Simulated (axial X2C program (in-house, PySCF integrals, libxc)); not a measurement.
# MgCl along the bond: HF, with spin–orbit coupling

Calculated with an axial X2C code built on PySCF integrals. Two-component (2c) means X2C with spin–orbit coupling and atomic mean-field two-electron Coulomb and Gaunt terms. Basis: Cl dyall-av3z [9s8p3d2f], Mg dyall-cv3z [9s8p6d3f] (cores contracted in-house); Gaussian nuclei, density fitting, unrestricted open shells. Masses: Cl 34.969 u, Mg 23.985 u.

State: Ω = 1/2 (⟨Sz⟩ = 0.50, ⟨Lz⟩ = 0.00 at HF). Dipoles are positive if Mg is the positive end.

Results along the bond:

| R (Å) | μ (D) | HOMO (eV) | LUMO (eV) |
| --- | --- | --- | --- |
| 1.927 | 2.035 | -7.44 | 0.13 |
| 2.016 | 2.463 | -7.58 | 0.05 |
| 2.082 | 2.801 | -7.69 | -0.02 |
| 2.148 | 3.150 | -7.79 | -0.10 |
| 2.215 | 3.511 | -7.90 | -0.17 |
| 2.292 | 3.943 | -8.02 | -0.27 |
| 2.370 | 4.386 | -8.14 | -0.37 |
| 2.470 | 4.970 | -8.30 | -0.50 |
| 2.591 | 5.701 | -8.48 | -0.67 |
| 2.769 | 6.786 | -8.73 | -0.92 |

The state is one determinant whose occupation by symmetry is held fixed; it was picked as the lowest of a PBE0 search that is not exhaustive.
